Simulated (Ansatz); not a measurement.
Born–Oppenheimer molecular dynamics of C₃H₆OS (11 atoms, charge 0, multiplicity 1). It goes on from the last frame of an earlier run, with new velocities.

All numbers below come from Ansatz, RHF/STO-3G.

```yaml
ensemble: NVE (velocity Verlet)
time_step: 1 fs
steps_asked: 266
starting_velocities_drawn_for: 100 K
seed: 805069
```

Frames 1 fs apart, positions in Å, forces in eV/Å.

Velocities at 120.0 fs (Å/ps):

```
C -1.98 -0.71 -5.11
C -3.04 -1.55 0.30
O 2.06 -1.70 -0.06
S 1.77 -0.59 1.23
C -2.60 4.75 2.35
H 0.03 16.23 -14.30
H 6.15 13.68 -1.05
H 1.77 -6.14 17.11
H -9.57 0.14 -11.87
H 0.58 6.52 9.25
H 3.01 -14.25 -8.07
```

```xyz
11
Properties=species:S:1:pos:R:3:forces:R:3 time_fs=120.0 energy_less_start_eV=-0.035 T=128
C 0.648 0.404 1.863 -0.31 -0.40 0.55
C 0.384 -0.271 0.768 -0.49 0.29 0.95
O -0.618 -1.262 0.863 0.57 -0.40 -0.69
S 1.147 0.093 -0.778 -0.13 -0.33 -0.60
C -0.317 -0.021 -1.823 -0.43 0.93 -0.98
H 0.147 0.108 2.784 0.35 0.27 -0.21
H 1.344 1.221 1.902 0.10 0.23 0.00
H -0.213 -2.050 0.403 -0.36 0.15 0.15
H -0.772 -1.012 -1.894 0.34 0.23 0.15
H -1.100 0.697 -1.547 0.33 -0.46 0.34
H -0.019 0.301 -2.829 0.03 -0.51 0.35
11
Properties=species:S:1:pos:R:3:forces:R:3 time_fs=121.0 energy_less_start_eV=-0.037 T=131
C 0.646 0.403 1.858 0.57 0.66 0.34
C 0.381 -0.273 0.769 -0.33 0.20 0.59
O -0.616 -1.264 0.863 0.24 -0.20 -0.46
S 1.149 0.092 -0.777 -0.25 -0.39 -0.63
C -0.320 -0.015 -1.821 -0.31 0.46 -1.19
H 0.149 0.125 2.768 0.01 0.02 0.41
H 1.351 1.236 1.901 -0.43 -0.42 -0.11
H -0.213 -2.056 0.421 -0.16 -0.09 -0.04
H -0.780 -1.011 -1.905 0.44 0.46 0.33
H -1.098 0.701 -1.536 0.28 -0.38 0.22
H -0.016 0.285 -2.836 -0.06 -0.32 0.54
11
Properties=species:S:1:pos:R:3:forces:R:3 time_fs=122.0 energy_less_start_eV=-0.021 T=118
C 0.644 0.403 1.854 1.16 1.42 0.22
C 0.377 -0.274 0.770 -0.15 0.10 0.21
O -0.613 -1.266 0.862 -0.11 0.01 -0.24
S 1.151 0.092 -0.776 -0.37 -0.45 -0.65
C -0.323 -0.010 -1.821 -0.02 0.00 -1.12
H 0.150 0.143 2.757 -0.28 -0.19 0.92
H 1.353 1.246 1.899 -0.73 -0.82 -0.20
H -0.215 -2.062 0.438 0.05 -0.33 -0.21
H -0.784 -1.005 -1.913 0.43 0.47 0.49
H -1.093 0.702 -1.523 0.12 -0.18 0.12
H -0.014 0.265 -2.837 -0.09 -0.04 0.47
11
Properties=species:S:1:pos:R:3:forces:R:3 time_fs=123.0 energy_less_start_eV=-0.014 T=113
C 0.644 0.404 1.849 1.18 1.62 0.44
C 0.373 -0.275 0.771 0.04 0.02 -0.13
O -0.611 -1.268 0.862 -0.38 0.03 -0.12
S 1.152 0.091 -0.775 -0.49 -0.49 -0.65
C -0.326 -0.004 -1.820 0.38 -0.31 -0.80
H 0.150 0.159 2.754 -0.33 -0.27 0.99
H 1.349 1.249 1.895 -0.69 -0.80 -0.26
H -0.216 -2.071 0.453 0.17 -0.36 -0.28
H -0.783 -0.995 -1.917 0.29 0.24 0.59
H -1.087 0.701 -1.509 -0.09 0.06 0.03
H -0.012 0.245 -2.834 -0.07 0.28 0.19
11
Properties=species:S:1:pos:R:3:forces:R:3 time_fs=124.0 energy_less_start_eV=-0.017 T=113
C 0.644 0.406 1.845 0.58 1.23 1.01
C 0.370 -0.276 0.772 0.24 -0.03 -0.38
O -0.609 -1.270 0.861 -0.53 -0.21 -0.12
S 1.154 0.090 -0.775 -0.59 -0.52 -0.66
C -0.328 0.001 -1.821 0.75 -0.41 -0.32
H 0.145 0.172 2.761 -0.13 -0.22 0.59
H 1.337 1.245 1.888 -0.32 -0.38 -0.28
H -0.215 -2.084 0.466 0.17 -0.14 -0.21
H -0.780 -0.983 -1.914 0.08 -0.14 0.63
H -1.082 0.700 -1.494 -0.24 0.25 -0.07
H -0.011 0.227 -2.829 -0.02 0.57 -0.17
11
Properties=species:S:1:pos:R:3:forces:R:3 time_fs=125.0 energy_less_start_eV=-0.003 T=102
C 0.645 0.409 1.842 -0.34 0.46 1.65
C 0.366 -0.277 0.773 0.43 -0.01 -0.51
O -0.607 -1.272 0.860 -0.58 -0.59 -0.20
S 1.155 0.089 -0.774 -0.67 -0.53 -0.66
C -0.330 0.006 -1.822 1.01 -0.30 0.15
H 0.140 0.183 2.773 0.20 -0.11 -0.04
H 1.323 1.236 1.879 0.26 0.30 -0.27
H -0.213 -2.099 0.477 0.09 0.22 -0.08
H -0.776 -0.972 -1.906 -0.13 -0.51 0.61
H -1.079 0.702 -1.481 -0.27 0.32 -0.20
H -0.010 0.215 -2.825 0.00 0.76 -0.46
11
Properties=species:S:1:pos:R:3:forces:R:3 time_fs=126.0 energy_less_start_eV=0.021 T=83
C 0.645 0.412 1.840 -1.14 -0.27 2.03
C 0.363 -0.279 0.774 0.59 0.05 -0.50
O -0.606 -1.275 0.859 -0.61 -0.88 -0.25
S 1.156 0.087 -0.774 -0.70 -0.51 -0.64
C -0.332 0.011 -1.822 1.08 -0.15 0.43
H 0.137 0.194 2.786 0.46 -0.02 -0.55
H 1.312 1.231 1.867 0.75 0.89 -0.24
H -0.210 -2.111 0.487 0.03 0.50 0.01
H -0.773 -0.965 -1.892 -0.24 -0.67 0.54
H -1.079 0.707 -1.469 -0.17 0.26 -0.34
H -0.009 0.210 -2.826 -0.05 0.81 -0.50
11
Properties=species:S:1:pos:R:3:forces:R:3 time_fs=127.0 energy_less_start_eV=0.016 T=88
C 0.644 0.415 1.839 -1.37 -0.50 1.97
C 0.361 -0.280 0.774 0.71 0.15 -0.37
O -0.605 -1.278 0.858 -0.67 -0.94 -0.22
S 1.157 0.086 -0.774 -0.70 -0.48 -0.62
C -0.332 0.015 -1.823 0.97 -0.12 0.47
H 0.138 0.203 2.792 0.54 0.00 -0.72
H 1.307 1.234 1.853 0.85 1.02 -0.21
H -0.206 -2.118 0.497 0.05 0.56 0.02
H -0.773 -0.965 -1.872 -0.20 -0.52 0.42
H -1.080 0.715 -1.461 0.00 0.12 -0.47
H -0.008 0.213 -2.832 -0.17 0.71 -0.28
11
Properties=species:S:1:pos:R:3:forces:R:3 time_fs=128.0 energy_less_start_eV=-0.021 T=116
C 0.643 0.418 1.841 -0.92 -0.13 1.44
C 0.359 -0.281 0.774 0.76 0.26 -0.16
O -0.604 -1.281 0.857 -0.76 -0.73 -0.12
S 1.157 0.084 -0.774 -0.67 -0.42 -0.58
C -0.332 0.019 -1.823 0.76 -0.25 0.35
H 0.144 0.213 2.792 0.42 -0.05 -0.49
H 1.311 1.246 1.837 0.48 0.57 -0.15
H -0.203 -2.120 0.507 0.15 0.35 -0.07
H -0.774 -0.970 -1.849 -0.06 -0.10 0.25
H -1.081 0.723 -1.457 0.15 -0.01 -0.53
H -0.009 0.223 -2.840 -0.31 0.50 0.08
11
Properties=species:S:1:pos:R:3:forces:R:3 time_fs=129.0 energy_less_start_eV=-0.044 T=135
C 0.641 0.421 1.843 -0.09 0.55 0.51
C 0.357 -0.282 0.773 0.75 0.37 0.10
O -0.604 -1.285 0.855 -0.83 -0.36 0.01
S 1.158 0.082 -0.775 -0.62 -0.35 -0.54
C -0.331 0.024 -1.822 0.53 -0.44 0.21
H 0.154 0.223 2.788 0.15 -0.14 0.04
H 1.319 1.265 1.819 -0.11 -0.15 -0.06
H -0.197 -2.119 0.516 0.28 0.01 -0.20
H -0.776 -0.977 -1.823 0.11 0.36 0.05
H -1.081 0.732 -1.458 0.24 -0.10 -0.51
H -0.013 0.237 -2.848 -0.40 0.25 0.40
11
Properties=species:S:1:pos:R:3:forces:R:3 time_fs=130.0 energy_less_start_eV=-0.035 T=130
C 0.638 0.424 1.846 0.67 1.09 -0.51
C 0.357 -0.282 0.773 0.69 0.47 0.39
O -0.604 -1.289 0.854 -0.81 -0.05 0.09
S 1.158 0.081 -0.775 -0.55 -0.27 -0.50
C -0.330 0.028 -1.822 0.35 -0.58 0.16
H 0.166 0.231 2.783 -0.15 -0.24 0.62
H 1.327 1.281 1.801 -0.60 -0.75 0.07
H -0.190 -2.118 0.524 0.37 -0.25 -0.29
H -0.777 -0.979 -1.796 0.21 0.67 -0.18
H -1.079 0.739 -1.464 0.23 -0.10 -0.40
H -0.021 0.254 -2.852 -0.40 0.00 0.55
11
Properties=species:S:1:pos:R:3:forces:R:3 time_fs=131.0 energy_less_start_eV=-0.027 T=124
C 0.636 0.428 1.848 0.99 1.22 -1.22
C 0.356 -0.282 0.773 0.58 0.55 0.65
O -0.605 -1.293 0.853 -0.63 0.02 0.06
S 1.158 0.079 -0.776 -0.47 -0.18 -0.45
C -0.328 0.031 -1.821 0.26 -0.56 0.26
H 0.176 0.237 2.785 -0.30 -0.27 0.90
H 1.328 1.291 1.784 -0.80 -0.98 0.20
H -0.178 -2.118 0.529 0.32 -0.27 -0.27
H -0.776 -0.975 -1.772 0.20 0.72 -0.38
H -1.075 0.746 -1.474 0.14 -0.03 -0.22
H -0.033 0.271 -2.850 -0.29 -0.21 0.47
```

Of the whole run (266 fs, mean temperature of the second half 123 K): The conserved energy stayed within 0.3 meV per atom of its start (net change -0.24 meV per atom), so the integration is sound. A run of 0.27 ps of so small a system gives no equilibrium averages. Limits of this set-up: minimal basis.

Run time: 2.2 min on 1 thread of Arm Neoverse V2, on a shared host, peak memory 0.079 GiB.
